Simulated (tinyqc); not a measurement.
Worked calculation (part 2 of 3): UHF in the sto-3g basis, for LiH, spin multiplicity 3. Computed by tinyqc, a small Python program that keeps every step (integrals from PySCF). Command: `OMP_NUM_THREADS=1 python tinyqc.py 23048 23049 out.jsonl` (the two numbers bound the seeds that draw the settings). One thread of a shared host (Intel(R) Xeon(R) Processor @ 2.60GHz), about 0.09 s of CPU time with the checks.

Geometry (angstrom):
```
atom         x         y         z
Li    0.000000  0.000000  0.000000
H     0.000000  0.000000  2.508000
```

## Iteration 3: building the Fock matrix

D(alpha) after iteration 2, order 1Li 1s, 1Li 2s, 1Li 2px, 1Li 2py, 1Li 2pz, 2H 1s:
```
[[1.059940, -0.250852, 0.000000, 0.000000, 0.048864, 0.017602],
 [-0.250852, 1.050867, 0.000000, 0.000000, -0.179937, -0.116488],
 [0.000000, 0.000000, 0.000000, 0.000000, 0.000000, 0.000000],
 [0.000000, 0.000000, 0.000000, 0.000000, 0.000000, 0.000000],
 [0.048864, -0.179937, 0.000000, 0.000000, 0.054086, 0.163868],
 [0.017602, -0.116488, 0.000000, 0.000000, 0.163868, 0.905012]]
```

D(beta) after iteration 2, order 1Li 1s, 1Li 2s, 1Li 2px, 1Li 2py, 1Li 2pz, 2H 1s:
```
[[0.980786, 0.037180, 0.000000, 0.000000, 0.003007, -0.004902],
 [0.037180, 0.001409, 0.000000, 0.000000, 0.000114, -0.000186],
 [0.000000, 0.000000, 0.000000, 0.000000, 0.000000, 0.000000],
 [0.000000, 0.000000, 0.000000, 0.000000, 0.000000, 0.000000],
 [0.003007, 0.000114, 0.000000, 0.000000, 0.000009, -0.000015],
 [-0.004902, -0.000186, 0.000000, 0.000000, -0.000015, 0.000024]]
```

core Hamiltonian H = T + V (hartree), order 1Li 1s, 1Li 2s, 1Li 2px, 1Li 2py, 1Li 2pz, 2H 1s:
```
[[-4.617091, -1.035459, 0.000000, 0.000000, -0.006555, -0.035389],
 [-1.035459, -1.311569, 0.000000, 0.000000, -0.072700, -0.279566],
 [0.000000, 0.000000, -1.067043, 0.000000, 0.000000, 0.000000],
 [0.000000, 0.000000, 0.000000, -1.067043, 0.000000, 0.000000],
 [-0.006555, -0.072700, 0.000000, 0.000000, -1.118793, -0.403518],
 [-0.035389, -0.279566, 0.000000, 0.000000, -0.403518, -1.099557]]
```

Two-electron integrals (ij|kl) in chemists' order, unique and non-zero (hartree):
```
(11|11) 1.680395   (21|11) 0.265420   (21|21) 0.049941   (22|11) 0.397727
(22|21) 0.092860   (22|22) 0.290562   (31|31) 0.008981   (32|31) 0.013788
(32|32) 0.064184   (33|11) 0.396640   (33|21) 0.092880   (33|22) 0.290497
(33|33) 0.312946   (41|41) 0.008981   (42|41) 0.013788   (42|42) 0.064184
(43|43) 0.016869   (44|11) 0.396640   (44|21) 0.092880   (44|22) 0.290497
(44|33) 0.279207   (44|44) 0.312946   (51|51) 0.008981   (52|51) 0.013788
(52|52) 0.064184   (53|53) 0.016869   (54|54) 0.016869   (55|11) 0.396640
(55|21) 0.092880   (55|22) 0.290497   (55|33) 0.279207   (55|44) 0.279207
(55|55) 0.312946   (61|11) 0.008097   (61|21) 0.001558   (61|22) 0.003038
(61|33) 0.002994   (61|44) 0.002994   (61|51) 0.000229   (61|52) 0.000455
(61|55) 0.003128   (61|61) 0.000056   (62|11) 0.052363   (62|21) 0.012533
(62|22) 0.046398   (62|33) 0.043605   (62|44) 0.043605   (62|51) 0.001828
(62|52) 0.014764   (62|55) 0.051938   (62|61) 0.000493   (62|62) 0.017064
(63|31) 0.000573   (63|32) 0.003511   (63|53) 0.001760   (63|63) 0.000720
(64|41) 0.000573   (64|42) 0.003511   (64|54) 0.001760   (64|64) 0.000720
(65|11) 0.075655   (65|21) 0.018173   (65|22) 0.068476   (65|33) 0.063869
(65|44) 0.063869   (65|51) 0.002809   (65|52) 0.022939   (65|55) 0.077620
(65|61) 0.000725   (65|62) 0.026569   (65|65) 0.041497   (66|11) 0.210987
(66|21) 0.050871   (66|22) 0.204912   (66|33) 0.189309   (66|44) 0.189309
(66|51) 0.006544   (66|52) 0.069520   (66|55) 0.235871   (66|61) 0.001982
(66|62) 0.102528   (66|65) 0.162544   (66|66) 0.774606
```

nuclear repulsion = 0.63298709 hartree

J_ij = sum D_kl (ij|kl) with D = D(alpha) + D(beta), K_ij = sum D_kl (ik|jl) for each spin; F = H + J - K(s); E = tr D H + tr D J / 2 - 0.5 sum_s tr D(s) K(s) + E_nn.

Coulomb J (hartree), order 1Li 1s, 1Li 2s, 1Li 2px, 1Li 2py, 1Li 2pz, 2H 1s:
```
[[3.959506, 0.672157, 0.000000, 0.000000, 0.002395, 0.021001],
 [0.672157, 1.290578, 0.000000, 0.000000, 0.045348, 0.245545],
 [0.000000, 0.000000, 1.272691, 0.000000, 0.000000, 0.000000],
 [0.000000, 0.000000, 0.000000, 1.272691, 0.000000, 0.000000],
 [0.002395, 0.045348, 0.000000, 0.000000, 1.319221, 0.369446],
 [0.021001, 0.245545, 0.000000, 0.000000, 0.369446, 1.343326]]
```

exchange K(alpha) (hartree), order 1Li 1s, 1Li 2s, 1Li 2px, 1Li 2py, 1Li 2pz, 2H 1s:
```
[[1.700971, 0.267316, 0.000000, 0.000000, 0.001421, 0.009204],
 [0.267316, 0.325074, 0.000000, 0.000000, -0.031638, 0.117257],
 [0.000000, 0.000000, 0.071394, 0.000000, 0.000000, 0.000000],
 [0.000000, 0.000000, 0.000000, 0.071394, 0.000000, 0.000000],
 [0.001421, -0.031638, 0.000000, 0.000000, 0.144726, 0.187691],
 [0.009204, 0.117257, 0.000000, 0.000000, 0.187691, 0.740980]]
```

exchange K(beta) (hartree), order 1Li 1s, 1Li 2s, 1Li 2px, 1Li 2py, 1Li 2pz, 2H 1s:
```
[[1.667835, 0.276829, 0.000000, 0.000000, 0.000856, 0.009150],
 [0.276829, 0.056157, 0.000000, 0.000000, 0.000247, 0.001946],
 [0.000000, 0.000000, 0.009918, 0.000000, 0.000000, 0.000000],
 [0.000000, 0.000000, 0.000000, 0.009918, 0.000000, 0.000000],
 [0.000856, 0.000247, 0.000000, 0.000000, 0.009890, 0.000304],
 [0.009150, 0.001946, 0.000000, 0.000000, 0.000304, 0.000083]]
```

F(alpha) (hartree), order 1Li 1s, 1Li 2s, 1Li 2px, 1Li 2py, 1Li 2pz, 2H 1s:
```
[[-2.358556, -0.630618, 0.000000, 0.000000, -0.005581, -0.023591],
 [-0.630618, -0.346065, 0.000000, 0.000000, 0.004286, -0.151279],
 [0.000000, 0.000000, 0.134253, 0.000000, 0.000000, 0.000000],
 [0.000000, 0.000000, 0.000000, 0.134253, 0.000000, 0.000000],
 [-0.005581, 0.004286, 0.000000, 0.000000, 0.055702, -0.221763],
 [-0.023591, -0.151279, 0.000000, 0.000000, -0.221763, -0.497211]]
```

F(beta) (hartree), order 1Li 1s, 1Li 2s, 1Li 2px, 1Li 2py, 1Li 2pz, 2H 1s:
```
[[-2.325420, -0.640131, 0.000000, 0.000000, -0.005017, -0.023538],
 [-0.640131, -0.077148, 0.000000, 0.000000, -0.027599, -0.035967],
 [0.000000, 0.000000, 0.195730, 0.000000, 0.000000, 0.000000],
 [0.000000, 0.000000, 0.000000, 0.195730, 0.000000, 0.000000],
 [-0.005017, -0.027599, 0.000000, 0.000000, 0.190538, -0.034376],
 [-0.023538, -0.035967, 0.000000, 0.000000, -0.034376, 0.243686]]
```

total energy of this density = -7.77736940 hartree

## Iteration 3: DIIS over 3 matrices

error matrix X^T (FDS - SDF) X (alpha):
```
[[0.000000, 0.005574, 0.000000, 0.000000, 0.000456, -0.005881],
 [-0.005574, 0.000000, 0.000000, 0.000000, -0.002781, 0.006202],
 [0.000000, 0.000000, 0.000000, 0.000000, 0.000000, 0.000000],
 [0.000000, 0.000000, 0.000000, 0.000000, 0.000000, 0.000000],
 [-0.000456, 0.002781, 0.000000, 0.000000, 0.000000, -0.002428],
 [0.005881, -0.006202, 0.000000, 0.000000, 0.002428, 0.000000]]
```

B (overlaps of the stored error matrices):
```
[[1.2338142e-01, 4.2694743e-02, 2.8092733e-03],
 [4.2694743e-02, 1.6564122e-02, 1.5357561e-03],
 [2.8092733e-03, 1.5357561e-03, 2.8293694e-04]]
```

Minimise |sum c_i e_i|^2 with sum c_i = 1: solve [B -1; -1 0][c; lambda] = [0; -1] with B_ij = tr e_i^T e_j summed over both spins, and take F = sum c_i F_i.

DIIS coefficients: [0.101733, -0.376250, 1.274516]

extrapolated F(alpha) (hartree), order 1Li 1s, 1Li 2s, 1Li 2px, 1Li 2py, 1Li 2pz, 2H 1s:
```
[[-2.355900, -0.630344, 0.000000, 0.000000, -0.005807, -0.023528],
 [-0.630344, -0.344397, 0.000000, 0.000000, 0.007267, -0.149156],
 [0.000000, 0.000000, 0.135246, 0.000000, 0.000000, 0.000000],
 [0.000000, 0.000000, 0.000000, 0.135246, 0.000000, 0.000000],
 [-0.005807, 0.007267, 0.000000, 0.000000, 0.054633, -0.216376],
 [-0.023528, -0.149156, 0.000000, 0.000000, -0.216376, -0.495027]]
```

extrapolated F(beta) (hartree), order 1Li 1s, 1Li 2s, 1Li 2px, 1Li 2py, 1Li 2pz, 2H 1s:
```
[[-2.323181, -0.638766, 0.000000, 0.000000, -0.005343, -0.023496],
 [-0.638766, -0.075859, 0.000000, 0.000000, -0.030123, -0.036834],
 [0.000000, 0.000000, 0.196714, 0.000000, 0.000000, 0.000000],
 [0.000000, 0.000000, 0.000000, 0.196714, 0.000000, 0.000000],
 [-0.005343, -0.030123, 0.000000, 0.000000, 0.191492, -0.035797],
 [-0.023496, -0.036834, 0.000000, 0.000000, -0.035797, 0.237464]]
```

## Iteration 3: diagonalisation and new density

X, order 1Li 1s, 1Li 2s, 1Li 2px, 1Li 2py, 1Li 2pz, 2H 1s:
```
[[0.399284, 0.705311, 0.000000, 0.000000, 0.570784, 0.284680],
 [-0.661636, -0.534575, 0.000000, 0.000000, 0.436738, 0.442851],
 [0.000000, 0.000000, -0.044372, 0.999015, 0.000000, 0.000000],
 [0.000000, 0.000000, 0.999015, 0.044372, 0.000000, 0.000000],
 [-0.616400, 0.564176, 0.000000, 0.000000, -0.490391, 0.400615],
 [0.803066, -0.358072, 0.000000, 0.000000, -0.300375, 0.530812]]
```

Diagonalise F' = X^T F X, C = X C', fill 3 alpha and 1 beta electrons from the bottom; D(s) = C_occ C_occ^T. Each column has its largest component positive (the first on a tie).

F' = X^T F X (alpha) (hartree):
```
[[-0.125385, -0.359390, 0.000000, 0.000000, -0.214537, -0.397784],
 [-0.359390, -0.807942, 0.000000, 0.000000, -0.926549, -0.362534],
 [0.000000, 0.000000, 0.135246, 0.000000, 0.000000, 0.000000],
 [0.000000, 0.000000, 0.000000, 0.135246, 0.000000, 0.000000],
 [-0.214537, -0.926549, 0.000000, 0.000000, -1.195428, -0.557247],
 [-0.397784, -0.362534, 0.000000, 0.000000, -0.557247, -0.716124]]
```

orbital energies (alpha) (hartree): [-2.357830, -0.508773, -0.161855, 0.135246, 0.135246, 0.183578]

coefficients C (alpha), order 1Li 1s, 1Li 2s, 1Li 2px, 1Li 2py, 1Li 2pz, 2H 1s:
```
[[0.992120, -0.046339, -0.269188, 0.000000, 0.000000, -0.069402],
 [0.030975, 0.131711, 1.009500, 0.000000, 0.000000, 0.270171],
 [0.000000, 0.000000, 0.000000, 0.327961, 0.944691, 0.000000],
 [0.000000, 0.000000, 0.000000, 0.944691, -0.327961, 0.000000],
 [0.002984, 0.107817, -0.218256, 0.000000, 0.000000, 1.019780],
 [-0.003481, 0.930278, -0.227284, 0.000000, 0.000000, -0.477523]]
```

F' = X^T F X (beta) (hartree):
```
[[0.197386, -0.406077, 0.000000, 0.000000, -0.396561, -0.174570],
 [-0.406077, -0.578149, 0.000000, 0.000000, -0.952638, -0.551806],
 [0.000000, 0.000000, 0.196714, 0.000000, 0.000000, 0.000000],
 [0.000000, 0.000000, 0.000000, 0.196714, 0.000000, 0.000000],
 [-0.396561, -0.952638, 0.000000, 0.000000, -0.999271, -0.702858],
 [-0.174570, -0.551806, 0.000000, 0.000000, -0.702858, -0.318122]]
```

orbital energies (beta) (hartree): [-2.325949, 0.072454, 0.175734, 0.196714, 0.196714, 0.379605]

coefficients C (beta), order 1Li 1s, 1Li 2s, 1Li 2px, 1Li 2py, 1Li 2pz, 2H 1s:
```
[[0.990971, -0.221303, 0.164377, 0.000000, 0.000000, 0.075563],
 [0.035255, 0.792750, -0.620440, 0.000000, 0.000000, -0.309433],
 [0.000000, 0.000000, 0.000000, 0.348894, 0.937162, 0.000000],
 [0.000000, 0.000000, 0.000000, 0.937162, -0.348894, 0.000000],
 [0.003768, 0.351192, 0.689686, 0.000000, 0.000000, -0.707250],
 [-0.004824, 0.334498, 0.327672, 0.000000, 0.000000, 0.962203]]
```

D(alpha) after iteration 3, order 1Li 1s, 1Li 2s, 1Li 2px, 1Li 2py, 1Li 2pz, 2H 1s:
```
[[1.058912, -0.247118, 0.000000, 0.000000, 0.056716, 0.014621],
 [-0.247118, 1.037397, 0.000000, 0.000000, -0.206036, -0.107023],
 [0.000000, 0.000000, 0.000000, 0.000000, 0.000000, 0.000000],
 [0.000000, 0.000000, 0.000000, 0.000000, 0.000000, 0.000000],
 [0.056716, -0.206036, 0.000000, 0.000000, 0.059269, 0.149895],
 [0.014621, -0.107023, 0.000000, 0.000000, 0.149895, 0.917088]]
```

D(beta) after iteration 3, order 1Li 1s, 1Li 2s, 1Li 2px, 1Li 2py, 1Li 2pz, 2H 1s:
```
[[0.982024, 0.034937, 0.000000, 0.000000, 0.003734, -0.004781],
 [0.034937, 0.001243, 0.000000, 0.000000, 0.000133, -0.000170],
 [0.000000, 0.000000, 0.000000, 0.000000, 0.000000, 0.000000],
 [0.000000, 0.000000, 0.000000, 0.000000, 0.000000, 0.000000],
 [0.003734, 0.000133, 0.000000, 0.000000, 0.000014, -0.000018],
 [-0.004781, -0.000170, 0.000000, 0.000000, -0.000018, 0.000023]]
```

Within a degenerate level the vectors are fixed only up to a rotation; this is one choice.

## Iteration 4: building the Fock matrix

As before.

Coulomb J (hartree), order 1Li 1s, 1Li 2s, 1Li 2px, 1Li 2py, 1Li 2pz, 2H 1s:
```
[[3.958664, 0.671913, 0.000000, 0.000000, 0.001863, 0.020975],
 [0.671913, 1.289906, 0.000000, 0.000000, 0.042713, 0.245307],
 [0.000000, 0.000000, 1.271848, 0.000000, 0.000000, 0.000000],
 [0.000000, 0.000000, 0.000000, 1.271848, 0.000000, 0.000000],
 [0.001863, 0.042713, 0.000000, 0.000000, 1.318889, 0.369139],
 [0.020975, 0.245307, 0.000000, 0.000000, 0.369139, 1.345180]]
```

exchange K(alpha) (hartree), order 1Li 1s, 1Li 2s, 1Li 2px, 1Li 2py, 1Li 2pz, 2H 1s:
```
[[1.700575, 0.267496, 0.000000, 0.000000, 0.001698, 0.009096],
 [0.267496, 0.322732, 0.000000, 0.000000, -0.040054, 0.116625],
 [0.000000, 0.000000, 0.070733, 0.000000, 0.000000, 0.000000],
 [0.000000, 0.000000, 0.000000, 0.070733, 0.000000, 0.000000],
 [0.001698, -0.040054, 0.000000, 0.000000, 0.144326, 0.184970],
 [0.009096, 0.116625, 0.000000, 0.000000, 0.184970, 0.746334]]
```

exchange K(beta) (hartree), order 1Li 1s, 1Li 2s, 1Li 2px, 1Li 2py, 1Li 2pz, 2H 1s:
```
[[1.668719, 0.276144, 0.000000, 0.000000, 0.001163, 0.009119],
 [0.276144, 0.055758, 0.000000, 0.000000, 0.000335, 0.001930],
 [0.000000, 0.000000, 0.009857, 0.000000, 0.000000, 0.000000],
 [0.000000, 0.000000, 0.000000, 0.009857, 0.000000, 0.000000],
 [0.001163, 0.000335, 0.000000, 0.000000, 0.009831, 0.000304],
 [0.009119, 0.001930, 0.000000, 0.000000, 0.000304, 0.000082]]
```

F(alpha) (hartree), order 1Li 1s, 1Li 2s, 1Li 2px, 1Li 2py, 1Li 2pz, 2H 1s:
```
[[-2.359001, -0.631043, 0.000000, 0.000000, -0.006389, -0.023509],
 [-0.631043, -0.344395, 0.000000, 0.000000, 0.010067, -0.150884],
 [0.000000, 0.000000, 0.134072, 0.000000, 0.000000, 0.000000],
 [0.000000, 0.000000, 0.000000, 0.134072, 0.000000, 0.000000],
 [-0.006389, 0.010067, 0.000000, 0.000000, 0.055769, -0.219349],
 [-0.023509, -0.150884, 0.000000, 0.000000, -0.219349, -0.500711]]
```

F(beta) (hartree), order 1Li 1s, 1Li 2s, 1Li 2px, 1Li 2py, 1Li 2pz, 2H 1s:
```
[[-2.327146, -0.639691, 0.000000, 0.000000, -0.005854, -0.023532],
 [-0.639691, -0.077421, 0.000000, 0.000000, -0.030322, -0.036189],
 [0.000000, 0.000000, 0.194949, 0.000000, 0.000000, 0.000000],
 [0.000000, 0.000000, 0.000000, 0.194949, 0.000000, 0.000000],
 [-0.005854, -0.030322, 0.000000, 0.000000, 0.190265, -0.034683],
 [-0.023532, -0.036189, 0.000000, 0.000000, -0.034683, 0.245542]]
```

total energy of this density = -7.77777843 hartree

## Iteration 4: DIIS over 4 matrices

error matrix X^T (FDS - SDF) X (alpha):
```
[[0.000000, 0.002594, 0.000000, 0.000000, -0.001687, 0.000097],
 [-0.002594, 0.000000, 0.000000, 0.000000, -0.000124, 0.001166],
 [0.000000, 0.000000, 0.000000, 0.000000, 0.000000, 0.000000],
 [0.000000, 0.000000, 0.000000, 0.000000, 0.000000, 0.000000],
 [0.001687, 0.000124, 0.000000, 0.000000, 0.000000, -0.000753],
 [-0.000097, -0.001166, 0.000000, 0.000000, 0.000753, 0.000000]]
```

B (overlaps of the stored error matrices):
```
[[1.2338142e-01, 4.2694743e-02, 2.8092733e-03, 5.1743914e-05],
 [4.2694743e-02, 1.6564122e-02, 1.5357561e-03, 8.0861554e-05],
 [2.8092733e-03, 1.5357561e-03, 2.8293694e-04, 4.7598465e-05],
 [5.1743914e-05, 8.0861554e-05, 4.7598465e-05, 2.3645970e-05]]
```

As before.

DIIS coefficients: [-0.048939, 0.190434, -0.769563, 1.628068]

extrapolated F(alpha) (hartree), order 1Li 1s, 1Li 2s, 1Li 2px, 1Li 2py, 1Li 2pz, 2H 1s:
```
[[-2.360343, -0.631404, 0.000000, 0.000000, -0.006779, -0.023495],
 [-0.631404, -0.344162, 0.000000, 0.000000, 0.012026, -0.151720],
 [0.000000, 0.000000, 0.133553, 0.000000, 0.000000, 0.000000],
 [0.000000, 0.000000, 0.000000, 0.133553, 0.000000, 0.000000],
 [-0.006779, 0.012026, 0.000000, 0.000000, 0.056069, -0.220670],
 [-0.023495, -0.151720, 0.000000, 0.000000, -0.220670, -0.503737]]
```

extrapolated F(beta) (hartree), order 1Li 1s, 1Li 2s, 1Li 2px, 1Li 2py, 1Li 2pz, 2H 1s:
```
[[-2.329113, -0.639996, 0.000000, 0.000000, -0.006213, -0.023544],
 [-0.639996, -0.078102, 0.000000, 0.000000, -0.030793, -0.035945],
 [0.000000, 0.000000, 0.194088, 0.000000, 0.000000, 0.000000],
 [0.000000, 0.000000, 0.000000, 0.194088, 0.000000, 0.000000],
 [-0.006213, -0.030793, 0.000000, 0.000000, 0.189718, -0.034255],
 [-0.023544, -0.035945, 0.000000, 0.000000, -0.034255, 0.249153]]
```

## Iteration 4: diagonalisation and new density

As before.

F' = X^T F X (alpha) (hartree):
```
[[-0.119146, -0.360222, 0.000000, 0.000000, -0.212574, -0.404932],
 [-0.360222, -0.812854, 0.000000, 0.000000, -0.927336, -0.361460],
 [0.000000, 0.000000, 0.133553, 0.000000, 0.000000, 0.000000],
 [0.000000, 0.000000, 0.000000, 0.133553, 0.000000, 0.000000],
 [-0.212574, -0.927336, 0.000000, 0.000000, -1.199897, -0.556116],
 [-0.404932, -0.361460, 0.000000, 0.000000, -0.556116, -0.720484]]
```

orbital energies (alpha) (hartree): [-2.362273, -0.517636, -0.163288, 0.133553, 0.133553, 0.190817]

coefficients C (alpha), order 1Li 1s, 1Li 2s, 1Li 2px, 1Li 2py, 1Li 2pz, 2H 1s:
```
[[0.992141, -0.045624, -0.267994, 0.000000, 0.000000, -0.074048],
 [0.030899, 0.128935, 1.005367, 0.000000, 0.000000, 0.286438],
 [0.000000, 0.000000, 0.000000, -0.359347, 0.933204, 0.000000],
 [0.000000, 0.000000, 0.000000, 0.933204, 0.359347, 0.000000],
 [0.003328, 0.107619, -0.234328, 0.000000, 0.000000, 1.016227],
 [-0.003567, 0.931208, -0.217225, 0.000000, 0.000000, -0.480384]]
```

F' = X^T F X (beta) (hartree):
```
[[0.200352, -0.409389, 0.000000, 0.000000, -0.399781, -0.168803],
 [-0.409389, -0.580426, 0.000000, 0.000000, -0.953046, -0.555862],
 [0.000000, 0.000000, 0.194088, 0.000000, 0.000000, 0.000000],
 [0.000000, 0.000000, 0.000000, 0.194088, 0.000000, 0.000000],
 [-0.399781, -0.953046, 0.000000, 0.000000, -1.000604, -0.706793],
 [-0.168803, -0.555862, 0.000000, 0.000000, -0.706793, -0.315721]]
```

orbital energies (beta) (hartree): [-2.331869, 0.072726, 0.176045, 0.194088, 0.194088, 0.386699]

coefficients C (beta), order 1Li 1s, 1Li 2s, 1Li 2px, 1Li 2py, 1Li 2pz, 2H 1s:
```
[[0.991004, -0.226111, 0.157817, 0.000000, 0.000000, 0.074885],
 [0.035136, 0.811265, -0.597321, 0.000000, 0.000000, -0.306938],
 [0.000000, 0.000000, 0.000000, -0.548797, 0.835956, 0.000000],
 [0.000000, 0.000000, 0.000000, 0.835956, 0.548797, 0.000000],
 [0.004138, 0.349040, 0.710974, 0.000000, 0.000000, -0.686942],
 [-0.004898, 0.310055, 0.315240, 0.000000, 0.000000, 0.974465]]
```

D(alpha) after iteration 4, order 1Li 1s, 1Li 2s, 1Li 2px, 1Li 2py, 1Li 2pz, 2H 1s:
```
[[1.058246, -0.244658, 0.000000, 0.000000, 0.061190, 0.012191],
 [-0.244658, 1.028342, 0.000000, 0.000000, -0.221607, -0.098435],
 [0.000000, 0.000000, 0.000000, 0.000000, 0.000000, 0.000000],
 [0.000000, 0.000000, 0.000000, 0.000000, 0.000000, 0.000000],
 [0.061190, -0.221607, 0.000000, 0.000000, 0.066503, 0.151106],
 [0.012191, -0.098435, 0.000000, 0.000000, 0.151106, 0.914348]]
```

D(beta) after iteration 4, order 1Li 1s, 1Li 2s, 1Li 2px, 1Li 2py, 1Li 2pz, 2H 1s:
```
[[0.982089, 0.034820, 0.000000, 0.000000, 0.004100, -0.004854],
 [0.034820, 0.001235, 0.000000, 0.000000, 0.000145, -0.000172],
 [0.000000, 0.000000, 0.000000, 0.000000, 0.000000, 0.000000],
 [0.000000, 0.000000, 0.000000, 0.000000, 0.000000, 0.000000],
 [0.004100, 0.000145, 0.000000, 0.000000, 0.000017, -0.000020],
 [-0.004854, -0.000172, 0.000000, 0.000000, -0.000020, 0.000024]]
```

Within a degenerate level the vectors are fixed only up to a rotation; this is one choice.
